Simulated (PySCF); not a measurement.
Simulated C 1s region for `c1c[n-]cn1`, binding energy against the vacuum level.

Every computed line was given a Gaussian of 0.6 eV full width at half maximum and an area set by the number of equivalent atoms; the highest printed point is 100. Computed with delta-SCF UKS SCAN, pcX-2 on the ionised atom, pcseg-1 elsewhere, spin-free X2C (PySCF 2.14.0).

binding energy (eV), intensity and a bar:
```
    283.7          0 
    283.8          1 
    283.9          2 #
    284.0          6 ##
    284.1         14 ####
    284.2         27 ########
    284.3         47 ##############
    284.4         69 #####################
    284.5         89 ###########################
    284.6        100 ##############################
    284.7        100 ##############################
    284.8         92 ############################
    284.9         82 ########################
    285.0         70 #####################
    285.1         59 ##################
    285.2         46 ##############
    285.3         33 ##########
    285.4         21 ######
    285.5         12 ###
    285.6          6 ##
    285.7          2 #
    285.8          1 
    285.9          0
```

**Question.** How many maxima does the curve show, and how many computed lines lie under it?

**Answer.** The curve has 1 maximum (at 284.7 eV). Under it lie 2 lines from 2 inequivalent carbon sites. At this width some lines have no maximum of their own.

**Question.** Decompose the envelope and assign each component. Numbering: `[cH:1]1[cH:2][n-:3][cH:4][n:5]1`.

**Answer.** 
| position (eV) | relative area | line | atoms | environment |
| --- | --- | --- | --- | --- |
| 284.60 | 2 | C 1s | C1/C2 | aromatic CH next to a ring nitrogen |
| 285.08 | 1 | C 1s | C4 | aromatic CH next to a ring nitrogen |

Lowest listed C 1s: C1/C2, bonded to N (aromatic in the SMILES), C (aromatic in the SMILES) and H. Highest, 0.48 eV above it: C4, bonded to 2 N (aromatic in the SMILES) and H. Summing the Pauling electronegativity differences to the bonded atoms, each weighted by its formal bond order, gives +0.39 for the lowest site and +1.12 for the highest.

Shake-up satellites, vibrational structure and lifetime widths aren't simulated. The first atom of each set that the bonding makes equivalent was ionised and stands for the set. The species carries charge -1, so core ionisation leaves a neutral species. The basis sets have no added diffuse functions. Isolated species at its GFN2-xTB geometry, gas phase.
